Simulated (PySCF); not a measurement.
Gas-phase reaction: 2 H2SiNH → SiH2(NH2)2 + Si

Energies from PySCF, thermal terms from the rigid-rotor harmonic-oscillator model, ideal gas at 1 bar. † marks an energy on the PBE0/def2-TZVP geometry and frequencies; other levels use their own. CCSD(T) freezes the core. Open shells (unrestricted): Si (multiplicity 3, electronic degeneracy 9); the rest are closed-shell singlets. Spin-orbit splitting is ignored; it lowers the true energy and changes the entropy of Si. No R ln 2 is added for the mirror-image form of SiH2(NH2)2. H2SiNH, SiH2(NH2)2: computed as isolated molecules; such fragments, hydroxides, amides, oligomers or adducts are transient or little studied in the gas. CCSD(T) isn't extrapolated to the basis-set limit; its ΔH°(298 K) is -50.2 kJ in def2-SVP and -38.1 kJ in def2-TZVPP. The harmonic model lacks anharmonicity and excited electronic states, which grow with temperature; levels with a mode under 35 cm⁻¹ are left out. Internal rotation in SiH2(NH2)2 is treated as a harmonic vibration of one conformer, which makes the entropy rough.

| level | ΔE electronic, kJ | ΔH°(298 K), kJ | ΔS°(298 K), J/K | ΔG°(2500 K), kJ |
|---|---|---|---|---|
| BLYP/def2-TZVP† | -10 | 18 | -33 | 82 |
| CCSD(T)/def2-TZVPP† | -66 | -38 | -33 | 26 |
| HF/def2-TZVP† | -193 | -165 | -33 | -101 |
| PBE/def2-SVP | -36 | -9 | -35 | 60 |
| PBE/def2-TZVP† | -30 | -3 | -33 | 61 |
| PBE0/def2-QZVP† | -74 | -47 | -33 | 17 |
| ωB97M-V/def2-TZVP† | -59 | -31 | -33 | 33 |
| ωB97X-V/def2-TZVP† | -62 | -34 | -33 | 30 |
ΔH° is lowest at HF/def2-TZVP† and highest at BLYP/def2-TZVP†. No reference value is set beside these.
